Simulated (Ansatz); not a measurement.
Geometry optimisation, Ansatz, RKS PBE0/def2-SVP.

Input file:

```yaml
crystal:
  periodic: [false, false, false]
  atoms:
    - { symbol: Si, position_ang: [-0.149276, 0.130503, 0.041116] }
    - { symbol: O, position_ang: [-0.150526, 0.114751, 1.722342] }
    - { symbol: H, position_ang: [-1.013284, 0.172348, 2.141486] }
    - { symbol: H, position_ang: [1.265078, 0.265613, -0.385181] }
    - { symbol: H, position_ang: [-0.928933, 1.317806, -0.435223] }
    - { symbol: H, position_ang: [-0.781403, -1.092276, -0.533479] }
    - { symbol: Cl, position_ang: [1.624804, -2.506035, 1.064263] }
    - { symbol: H, position_ang: [1.167639, -1.633309, 1.959476] }
basis:
  gaussian: { orbitals: def2-SVP }
hamiltonian:
  xc: pbe0
relax:
  f_tol: 0.03
  max_steps: 50
```

Command:

```bash
$ ansatz run input.yaml --threads 1 --pin off --max-ram 2048MiB --backend cpu --events-out ev --progress --plain --runs-dir out
```

Problem. Where does it end, and by what steps?

Solution. The run converged. After 14 steps the energy has fallen by 0.140 eV; Cl7 moved furthest, 0.85 Å.

| step | energy less start (eV) | largest force component (eV/Å) | accepted |
| --- | --- | --- | --- |
| 0 | 0.0000 | 0.846 | yes |
| 1 | -0.0399 | 1.037 | yes |
| 2 | -0.0967 | 0.326 | yes |
| 3 | -0.1123 | 0.773 | yes |
| 4 | -0.1245 | 0.393 | yes |
| 5 | -0.1321 | 0.238 | yes |
| 6 | -0.1355 | 0.153 | yes |
| 7 | -0.1371 | 0.032 | yes |
| 8 | -0.1381 | 0.041 | yes |
| 9 | -0.1386 | 0.060 | yes |
| 10 | -0.1388 | 0.072 | yes |
| 11 | -0.1392 | 0.062 | yes |
| 12 | -0.1395 | 0.030 | yes |
| 13 | -0.1396 | 0.061 | yes |
| 14 | -0.1397 | 0.015 | yes |

```xyz
8
Properties=species:S:1:pos:R:3
Si -0.228 0.231 -0.094
O -0.050 -0.179 1.532
H -0.849 -0.215 2.069
H 1.151 0.274 -0.642
H -0.886 1.566 -0.213
H -1.055 -0.780 -0.815
Cl 1.860 -2.592 1.876
H 1.091 -1.535 1.862
```

Whether the end is a true minimum wasn't checked by a vibrational analysis.

Run time: 34 s on 1 thread of Arm Neoverse V2 (shared host), peak memory 0.14 GiB.
